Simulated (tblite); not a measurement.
# H7OSi: the cost of one run

Programs: tblite 0.8.0 and PySCF 2.14.0. All values are calculated, for the isolated system unless a continuum is named. Atoms count from 0, parts from 1.

## Step 1: Starting point

9 atoms, charge 1, multiplicity 1; geometry: rigid parts in contact. Parts: 1 = atoms 0–4, `[SiH4]`, charge 0; 2 = atoms 5–8, `[OH3+]`, charge 1.

## Step 2: Bringing the parts together with GFN2-xTB

What the job is given:

```
{"job": {"kind": "dock", "xc": "GFN2-xTB", "basis": "xTB"}, "charge": 1, "multiplicity": 1, "parts": [{"atoms": "0-4", "charge": 0, "multiplicity": 1}, {"atoms": "5-8", "charge": 1, "multiplicity": 1}]}
Si    -0.000097     0.000020     0.000042
H     -0.834918     1.010019     0.645494
H      0.826137    -0.663791     1.005244
H     -0.851419    -0.986948    -0.659312
H      0.860298     0.640700    -0.991468
O      3.483333    -0.232576     1.241255
H      3.547325     0.688405     1.580752
H      2.549340    -0.518024     1.123746
H      3.996314    -0.865070     1.792997
```

Level: GFN2-xTB search for minima from random contacts, gas phase.

Started as:

```sh
OMP_NUM_THREADS=1 python cluster_run.py task.json out
```

One launch serves the whole session: the jobs run in the order shown.

**Question.** How long does this first job take on 1 thread of Arm Neoverse N1, shared host?

About 1.6 s.
